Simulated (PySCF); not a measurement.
Compound: C4H7F2 (doublet state).
Geometry (GFN2-xTB, Å), atoms numbered from 1 in this order:
```xyz
13
C4H7F2 angstrom
C     -1.6924    0.6941    0.0506
C     -0.7879   -0.4052   -0.3305
C      0.4598   -0.6556    0.4121
F      0.7391   -2.0156    0.4663
C      1.7022   -0.0021   -0.2412
F      1.6315    1.3552   -0.0959
H     -2.3280    0.4092    0.8985
H     -2.3468    0.9634   -0.7744
H     -1.1244    1.5712    0.3661
H     -1.0062   -1.0430   -1.1675
H      0.3920   -0.3061    1.4519
H      1.7425   -0.2203   -1.3119
H      2.6142   -0.3448    0.2582
```

The hyperfine couplings belong to this conformer and change with its torsions.

Identity: `C([C@@H]([CH]C)F)F` [radical].

Computed, not measured: UKS B3LYP, pcH-1 on C F H, non-relativistic, mean-field spin-orbit, GIAO (PySCF). The structure is a single GFN2-xTB conformer in the gas phase; no vibrational or solvent corrections. The geometry wasn't refined by DFT: couplings that depend on bond lengths, twists or pyramidal angles can differ widely from those at the functional's own minimum. The SCF solution wasn't tested for stability.

Problem. What is the g tensor, term by term?

Solution. 
```json
{"Δg (ppm)": "relativistic mass correction", "1": "-148", "2": "-148", "3": "-148"}
{"Δg (ppm)": "gauge correction", "1": "9", "2": "42", "3": "31"}
{"Δg (ppm)": "orbital Zeeman/spin–orbit", "1": "-108", "2": "384", "3": "614"}
{"Δg (ppm)": "total", "1": "-247", "2": "277", "3": "497"}
```

So g = 2.00207, 2.00260, 2.00282 and g_iso = 2.00249; the tensor is rhombic: the two nearest values differ by 30 % of g3 − g1. Axes: g3 points within 9° of the C2–C3 bond.

Problem. At 9.684 GHz, how far is the centre of the isotropic spectrum from where a free electron (g = 2.002319) resonates?

Solution. B = hν/(g μB) with μB/h = 13.99624 MHz/mT gives 345.55 mT for the free electron and 345.52 mT at g_iso, 0.03 mT lower.

Problem. What are the electron Larmor frequencies g μB B/h along the three axes at 350 mT?

Solution. 9.8075, 9.8101, 9.8112 GHz for g1, g2 and g3, a range of 3.6 MHz.

Problem. Average each term over the three axes. Which is largest in size?

Solution. The orbital-Zeeman/spin–orbit term 297, the mass correction -148 and the gauge correction 27 ppm, for a total of 176 ppm. The orbital-Zeeman/spin–orbit term is the largest in size. The mass correction is the same along every axis, so the anisotropy comes from the other two: their spans along these axes are 33 (gauge) and 722 ppm (orbital Zeeman/spin–orbit).

Problem. In a frozen sample, at which fields do the three g values resonate at 9.5, 34, 94 and 263 GHz (hyperfine left aside), and which band first spreads them over more than twice a line width of 0.5 mT?

Solution. 
| band | GHz | B(g3) mT | B(g2) mT | B(g1) mT | spread mT |
| --- | --- | --- | --- | --- | --- |
| X | 9.5 | 338.90 | 338.94 | 339.03 | 0.13 |
| Q | 34.0 | 1212.90 | 1213.04 | 1213.35 | 0.45 |
| W | 94.0 | 3353.32 | 3353.69 | 3354.57 | 1.25 |
| J | 263.0 | 9382.17 | 9383.20 | 9385.65 | 3.49 |

The spread grows in proportion to the frequency. W band is the first where it exceeds 1.0 mT.

The Mulliken spin populations are largest on C2 (+1.01), C1 (-0.08), H7 (+0.06) and C3 (-0.06). No atom but C2 exceeds +0.15. The angles at C2 add up to 360.0°, so it is planar; its axial dipolar tensor and the negative coupling of its proton fit spin in a p orbital normal to that plane.

The HOMO–LUMO gaps are 7.13 eV among the α and 7.05 eV among the β orbitals.

On Arm Neoverse V2, one thread, on a shared host, this took 26 s (grids of density and orbitals included) and 0.87 GiB of memory at its peak.
